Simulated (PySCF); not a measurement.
**Reproducing measurements on (Z)-2-butenenitrile**

**Experimental background.**

NIST CCCBDB Release 22 (SRD 101), experimental dipoles lists, for the gas: dipole moment (microwave Stark effect) 4.08 D.

The results are set against them at the end.

Species: (Z)-2-butenenitrile, C4H5N.
Atom-mapped SMILES: `[CH3:1]/[CH:2]=[CH:3]\[C:4]#[N:5]` (hydrogens: H6, H7, H8 on C1; H9 on C2; H10 on C3)

Geometry (PBE0-D3(BJ)/def2-TZVP, Å), atoms numbered from 1 in this order:
```
atom  x, y, z in Å
C1    -1.0017   -0.7274    0.5803
C2    -0.1922    0.4930    0.3515
C3     1.0243    0.5341   -0.1967
C4     1.7076   -0.6311   -0.6404
N5     2.2735   -1.5681   -1.0014
H6    -1.2390   -0.8319    1.6434
H7    -0.4880   -1.6285    0.2448
H8    -1.9585   -0.6519    0.0547
H9    -0.6285    1.4394    0.6586
H10    1.5476    1.4739   -0.3286
```

The PySCF runs (gas phase, on this PBE0-D3(BJ)/def2-TZVP geometry; no spin–orbit coupling):

```csv
level,job,basis functions,wall time
"PBE0-D3(BJ)/def2-TZVP, grid level 2",geometry optimisation from a GFN2-xTB start shaken at random,185,2.0 min
B97-2/pcSseg-2,shieldings,250,20 s
KT3/pcSseg-2,shieldings,250,30 s
PBE0/pcSseg-2,"shieldings, charges and field gradients",250,22 s
wB97X-D/pcSseg-2,shieldings,250,26 s
CAM-B3LYP/aug-cc-pVTZ,"10 singlets by full TDDFT, 4 Tamm–Dancoff triplets, polarisability",345,58 s
PBE0/aug-cc-pVTZ,"10 singlets by full TDDFT, 4 Tamm–Dancoff triplets, polarisability, dynamic polarisability",345,53 s
wB97X-D/aug-cc-pVTZ,"10 singlets by full TDDFT, 4 Tamm–Dancoff triplets, polarisability, ΔSCF ions",345,94 s
```

Hardware: an Arm Neoverse V1 with one thread, no GPU, on a shared host.

**Comparison with experiment**

**Dipole moment.** Measured: 4.08 D (NIST CCCBDB Release 22 (SRD 101), experimental dipoles).

```tsv
level	computed (D)	computed − measured (D)	% (from the printed values)
PBE0-D3(BJ)/def2-TZVP	4.31	+0.23	+6
B97-2/pcSseg-2	4.32	+0.24	+6
KT3/pcSseg-2	4.17	+0.09	+2
PBE0/pcSseg-2	4.34	+0.26	+6
wB97X-D/pcSseg-2	4.37	+0.29	+7
CAM-B3LYP/aug-cc-pVTZ	4.38	+0.30	+7
PBE0/aug-cc-pVTZ	4.33	+0.25	+6
wB97X-D/aug-cc-pVTZ	4.35	+0.27	+7
```

Closest is KT3/pcSseg-2 (+0.09 D), furthest CAM-B3LYP/aug-cc-pVTZ (+0.30 D); one molecule doesn't rank methods. All 8 levels lie above the measurement. The computed dipoles belong to one fixed geometry; measured ones are averaged over vibrations unless marked μe. Magnitudes are compared, not signs.

No measured geometry was used, and the causes of the misses weren't examined.
